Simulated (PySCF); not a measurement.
Species: CHCl2F.
Geometry (PBE0-D3(BJ)/def2-SVP, Å), atoms numbered from 1 in this order:
```xyz
5
CHCl2F angstrom
F     -0.005    1.130   -0.778
C      0.008    0.084    0.047
Cl     1.518   -0.811   -0.151
Cl    -1.396   -0.940   -0.270
H     -0.051    0.426    1.089
```

Method: core-valence-separated Tamm–Dancoff BHandHLYP/aug-pcX-1 (pcseg-1 on H, def2-SVPD on Cl) in PySCF, non-relativistic, gas phase, PBE0-D3(BJ)/def2-SVP geometry. No empirical shift is added; at this level the pattern usually sits a few eV under experiment.

The lowest roots of each edge with f over 0.003 (five at most, numbered afresh; weaker and dark ones are left out), with transition dipoles (au) in the frame of the coordinates:

```csv
root,edge,E (eV),μx,μy,μz
1,C,288.27,0.0078,-0.0899,-0.0172
2,C,288.42,0.1147,0.0075,0.0052
3,C,290.35,-0.0026,-0.0229,0.0878
4,C,291.42,0.0022,-0.0475,-0.0031
5,C,293.64,-0.0001,-0.0200,0.0235
6,F,686.25,-0.0007,0.0392,-0.0252
7,F,687.16,-0.0007,0.0002,0.0148
8,F,687.66,-0.0214,-0.0010,-0.0009
9,F,688.21,0.0003,0.0091,-0.0185
10,F,688.96,0.0000,0.0111,-0.0119
```

Task: What are the oscillator strengths?

Result: f = (2/3) ΔE |μ|², with ΔE in hartree (27.2114 eV):

```json
{"root": "1", "ΔE (Eh)": "10.5937", "|μ|² (au)": "0.008446", "f": "0.060", "core hole on": "C2"}
{"root": "2", "ΔE (Eh)": "10.5993", "|μ|² (au)": "0.013230", "f": "0.093", "core hole on": "C2"}
{"root": "3", "ΔE (Eh)": "10.6701", "|μ|² (au)": "0.008234", "f": "0.059", "core hole on": "C2"}
{"root": "4", "ΔE (Eh)": "10.7096", "|μ|² (au)": "0.002269", "f": "0.016", "core hole on": "C2"}
{"root": "5", "ΔE (Eh)": "10.7911", "|μ|² (au)": "0.000950", "f": "0.007", "core hole on": "C2"}
{"root": "6", "ΔE (Eh)": "25.2193", "|μ|² (au)": "0.002175", "f": "0.037", "core hole on": "F1"}
{"root": "7", "ΔE (Eh)": "25.2527", "|μ|² (au)": "0.000221", "f": "0.004", "core hole on": "F1"}
{"root": "8", "ΔE (Eh)": "25.2711", "|μ|² (au)": "0.000462", "f": "0.008", "core hole on": "F1"}
{"root": "9", "ΔE (Eh)": "25.2914", "|μ|² (au)": "0.000423", "f": "0.007", "core hole on": "F1"}
{"root": "10", "ΔE (Eh)": "25.3187", "|μ|² (au)": "0.000264", "f": "0.004", "core hole on": "F1"}
```

Task: Molecules are fixed in this frame and the field points along (1, 1, 0)/√2. What effective strengths 3 f cos²θ do the roots have (θ between field and μ)?

Result: root 1 (C2): 0.071, root 2 (C2): 0.158, root 3 (C2): 0.007, root 4 (C2): 0.022, root 5 (C2): 0.004, root 6 (F1): 0.037, root 7 (F1): 0.000, root 8 (F1): 0.013, root 9 (F1): 0.002, root 10 (F1): 0.003. Root 2 is the strongest. Averaged over all orientations cos²θ is 1/3, which gives f back.

